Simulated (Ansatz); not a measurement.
```xyz
11

C    -0.862    1.092   -0.179
C    -0.092   -0.195   -0.105
O    -0.829   -1.183   -0.790
C     0.768   -0.578    1.036
C     1.385   -0.272   -0.069
H    -0.328    1.889    0.338
H    -1.848    0.971    0.277
H    -1.013    1.384   -1.222
H    -0.335   -2.006   -0.741
H     0.835   -0.920    2.058
H     2.320   -0.184   -0.603
```

Charge 0, multiplicity 1.

Question: List the B3LYP/def2-TZVPP orbital energies in eV (Ansatz). (Estimate.)

Answer: The calculation gave: Occupied: -520.32, -278.76, -277.35, -277.32, -276.39, -28.05, -23.91, -19.69, -15.75, -15.71, -14.62, -12.14, -11.62, -11.61, -10.45, -9.57, -9.08, -7.66, -6.84. Lowest empty: -0.40, 1.08, 1.95, 2.06, 2.10, 3.11, 3.11, 3.49.

B3LYP here is the variant with VWN-RPA as its local correlation; programs differ in this.
